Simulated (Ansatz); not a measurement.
Task: a ladder of methods at one geometry of C₄H₆O, SMILES CC1=C(C)O1, with the Python package of Ansatz (0.2.0). Give the script and its output. Level of theory (for the species named): B3LYP, cc-pVDZ basis, multiplicity 1. The script varies functional: b3lyp, blyp, cam_b3lyp, lda.

```yaml
atoms:
  - { symbol: C, position_ang: [-1.7353, 0.9076, 0.3250] }
  - { symbol: C, position_ang: [-0.4483, 0.4968, 0.0567] }
  - { symbol: C, position_ang: [0.5942, -0.1855, -0.1405] }
  - { symbol: C, position_ang: [1.6854, -1.2127, -0.2742] }
  - { symbol: O, position_ang: [0.7188, 1.1781, -0.2488] }
  - { symbol: H, position_ang: [-1.8135, 1.6275, 1.1843] }
  - { symbol: H, position_ang: [-2.4225, 0.1084, 0.5108] }
  - { symbol: H, position_ang: [-2.1414, 1.5210, -0.5512] }
  - { symbol: H, position_ang: [2.4217, -1.0830, 0.5003] }
  - { symbol: H, position_ang: [2.0534, -1.2065, -1.2486] }
  - { symbol: H, position_ang: [1.1529, -2.2086, -0.0932] }
```

`methods_c4h6o.py`:
```python
"""C4H6O at several levels of theory."""

from pathlib import Path

import ansatz as az
import numpy as np

BASIS_SET = "cc-pVDZ"

GEOMETRY = """
C    -1.73530    0.90760    0.32500
C    -0.44830    0.49680    0.05670
C     0.59420   -0.18550   -0.14050
C     1.68540   -1.21270   -0.27420
O     0.71880    1.17810   -0.24880
H    -1.81350    1.62750    1.18430
H    -2.42250    0.10840    0.51080
H    -2.14140    1.52100   -0.55120
H     2.42170   -1.08300    0.50030
H     2.05340   -1.20650   -1.24860
H     1.15290   -2.20860   -0.09320
"""

system = az.Crystal.molecule()
for line in GEOMETRY.strip().splitlines():
    symbol, *xyz = line.split()
    system = system.atom(symbol, [float(v) for v in xyz])

base = system.calculation().basis(gaussian=BASIS_SET)

print("functional    E (Ha)        dipole (D)   HOMO (eV)  LUMO (eV)")
for name in ["b3lyp", "blyp", "cam_b3lyp", "lda"]:
    r = base.functional(name).forces().orbitals().run(threads=1, runs_dir="runs").report
    lines = Path(r["orbitals_path"]).read_text().splitlines()
    field_of = lambda key: [line.split("=")[1].strip() for line in lines if line.startswith(key)]
    orbitals = [(27.211386 * float(e), s, float(n)) for e, s, n in zip(field_of("Ene="), field_of("Spin="), field_of("Occup="))]
    homo = max(e for e, _, n in orbitals if n > 0.5)
    lumo = min(e for e, _, n in orbitals if n < 0.5)
    dipole = 4.803205 * np.linalg.norm(r["charge_distribution"]["dipole_moment_e_ang"])
    print(f"{name:10s} {r['free_energy_ev'] / 27.211386246:14.6f} {dipole:9.3f} {homo:11.3f} {lumo:10.3f}")
```

```console
$ python methods_c4h6o.py
functional    E (Ha)        dipole (D)   HOMO (eV)  LUMO (eV)
b3lyp         -231.105726     2.110      -3.979      0.464
blyp          -231.006210     2.009      -2.665     -0.186
cam_b3lyp     -230.983446     2.161      -5.582      1.891
lda           -229.099358     2.066      -2.907     -0.500
```

What to keep in mind:
- Total energies depend on the basis set; only differences at equal settings carry meaning.
- The geometry is a force-field or estimated start, not a minimum of this method, and the basis set is short of its limit. A lower total doesn't mark the better method: functionals have no common bound, and MP2 and coupled cluster aren't variational.
- b3lyp holds the VWN-RPA fit, as in Gaussian; the form of ORCA and Turbomole is b3lyp5.
- Levels such as HOMO and LUMO are orbital energies: with these approximate functionals they aren't the ionisation energy and electron affinity, and their gap isn't the fundamental gap.
- Finished in 12 s on 1 thread of Arm Neoverse V2, with other jobs on the host, peak memory 0.28 GiB.
